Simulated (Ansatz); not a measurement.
Input file:

```yaml
crystal:
  periodic: [false, false, false]
  atoms:
    - {symbol: Ge, position_ang: [0.000000, -0.574220, 2.669758]}
    - {symbol: Na, position_ang: [0.000000, -0.457827, -5.245386]}
    - {symbol: H, position_ang: [0.000000, 1.032047, 2.575628]}
basis:
  gaussian: {orbitals: 6-31G}
magnetization: {spin_polarized: true, initial_magnetization: 0}
hamiltonian: {xc: {name: r2SCAN}}
output: {forces: true}
```

```sh
$ ansatz run in.yaml --threads 1 --pin off --events-out ev --progress --plain --max-ram 2393MiB
```

Problem. Roughly how long does this take on 1 thread of INTEL XEON PLATINUM 8581C, shared host, and how much host memory?

Solution. 49 s wall and 0.17 GiB.

```
414 factors; integrals over basis functions are off by at most 5.9e-4 eV
mean field evaluation 1: about -60932.0607 eV, gradient 9.2e0 eV
mean field evaluation 2: about -60877.0407 eV, gradient 2.5e1 eV
mean field evaluation 4: about -60929.3450 eV, gradient 1.0e1 eV
mean field evaluation 8: about -60932.8044 eV, gradient 7.0e0 eV
mean field evaluation 16: about -60935.8379 eV, gradient 2.2e-5 eV
mean field evaluation 32: about -60936.5768 eV, gradient 3.3e-2 eV
mean field evaluation 64: about -60936.5773 eV, gradient 6.0e-3 eV
mean field evaluation 96: about -60935.8379 eV, gradient 3.6e-4 eV
mean field evaluation 128: about -60936.5773 eV, gradient 4.4e-6 eV
mean field evaluation 160: about -60932.4020 eV, gradient 7.6e0 eV
mean field evaluation 192: about -60936.5772 eV, gradient 1.8e-1 eV
mean field evaluation 224: about -60936.5773 eV, gradient 3.6e-3 eV
mean field evaluation 256: about -60936.2251 eV, gradient 3.1e0 eV
mean field -60936.57730606 eV, -2239.3779117020 hartree, gradient 2.2e-10 eV, S^2 1.001395; 18 other end points of the search recorded, 0 dependent functions left out
the calculation of the forces begins
reference -60936.57734165 eV, -2239.3779130102 hartree; 22, 22 occupied and 22, 22 virtual orbitals, 414 factors
Total energy: -60936.57734165 eV, -2239.3779130102 hartree
Atom 0 at     0.000000    -0.574220     2.669758 Å, force    -0.000000    -0.218906     0.001341 eV/Å
Atom 1 at     0.000000    -0.457827    -5.245386 Å, force     0.000000    -0.000204     0.011316 eV/Å
Atom 2 at     0.000000     1.032047     2.575628 Å, force     0.000000     0.219109    -0.012657 eV/Å
Dipole moment:     0.001254     0.059611    -0.547030 e Å
```

Forces (eV/Å):
```
Ge   0.000 -0.219  0.001
Na   0.000  0.000  0.011
H    0.000  0.219 -0.013
```
